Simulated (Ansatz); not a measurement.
Born–Oppenheimer molecular dynamics of CH6Si (8 atoms, charge 0, multiplicity 1). It starts from a relaxed structure.

Computed with RKS PBE0/def2-SVP in Ansatz 0.2.0.

```
ensemble        : NVT, Langevin thermostat
time step       : 0.5 fs
steps asked     : 300
set temperature : 100 K
friction        : 0.05 /fs
seed            : 549931
```

First frame:

```xyz
8
Properties=species:S:1:pos:R:3
Si 0.000 0.000 0.003
C 0.000 0.000 1.883
H -1.024 -0.105 2.274
H 0.603 -0.834 2.274
H 0.421 0.939 2.274
H 1.392 0.150 -0.525
H -0.825 1.130 -0.526
H -0.566 -1.280 -0.525
```

**Question.** How far do the bonds stretch over the last three quarters of this one trajectory? (Pairs bonded in most of those frames.)

**Answer.** 
```json
{"bond": "Si1–C2", "mean (Å)": "1.887", "spread (Å)": "0.017", "shortest": "1.86", "longest": "1.91"}
{"bond": "Si1–H6", "mean (Å)": "1.496", "spread (Å)": "0.016", "shortest": "1.46", "longest": "1.53"}
{"bond": "Si1–H7", "mean (Å)": "1.497", "spread (Å)": "0.019", "shortest": "1.46", "longest": "1.54"}
{"bond": "Si1–H8", "mean (Å)": "1.497", "spread (Å)": "0.027", "shortest": "1.45", "longest": "1.56"}
{"bond": "C2–H3", "mean (Å)": "1.102", "spread (Å)": "0.012", "shortest": "1.08", "longest": "1.13"}
{"bond": "C2–H4", "mean (Å)": "1.104", "spread (Å)": "0.026", "shortest": "1.06", "longest": "1.15"}
{"bond": "C2–H5", "mean (Å)": "1.102", "spread (Å)": "0.013", "shortest": "1.07", "longest": "1.14"}
```

Mean temperature of the second half: 94 K. A run of 0.15 ps of so small a system gives no equilibrium averages.

Time of the run: 6.8 min on 1 thread of Arm Neoverse V1 (shared host), peak memory 0.1 GiB.
